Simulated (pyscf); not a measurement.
Routes from `[CH4]` + `[CH3][Al]([F])[Cl]`

Candidate steps break at most two bonds and form at most two. Each was searched with GFN2-xTB (tblite) first. Optimised with ωB97X-D3(BJ)/def2-SVP in PySCF. Energies: ωB97M-D3(BJ)/def2-TZVP, kcal/mol, from the separated reactants, singlet surface; ΔG‡ with ideal gas, 1 atm, RRHO with modes under 100 cm⁻¹ raised to 100, one conformer, R ln 2 for chiral ones without a mode under 150 cm⁻¹.

```json
[
 {"products": "H₃C–Al(CH₃)–Cl + HF", "type": "four-centre exchange", "ΔE‡": "40.5", "ΔE": "+46.3", "ΔG‡ 298 K": "–", "ΔG‡ 900 K": "–", "ν‡ (cm⁻¹)": "644i"},
 {"products": "H₃C–Al(CH₃)–F + HCl", "type": "four-centre exchange", "ΔE‡": "42.8", "ΔE": "+40.7", "ΔG‡ 298 K": "49.9", "ΔG‡ 900 K": "69.0", "ν‡ (cm⁻¹)": "744i"}
]
```

A dash marks a saddle under its separated products, whose escape then sets the rate. Row 1: On the reactant side the descent ends in a complex (not fully relaxed), 4.5 kcal/mol under the separated species and 43.8 kcal/mol under the saddle at ωB97X-D3(BJ)/def2-TZVP. On the product side the descent ends in an adduct with a Al–F contact, 10.1 kcal/mol under the separated species and 4.0 kcal/mol under the saddle at ωB97X-D3(BJ)/def2-TZVP. Row 2: On the reactant side the descent ends in a complex, 4.5 kcal/mol under the separated species and 46.3 kcal/mol under the saddle at ωB97X-D3(BJ)/def2-TZVP. On the product side the descent ends in an adduct with a Al–Cl contact (not fully relaxed), 9.5 kcal/mol under the separated species and 9.2 kcal/mol under the saddle at ωB97X-D3(BJ)/def2-TZVP. 

Plain bond fissions and candidates not yet searched are not listed, and one of them may be faster. Each barrier is that of the saddle found; lower ones may exist.
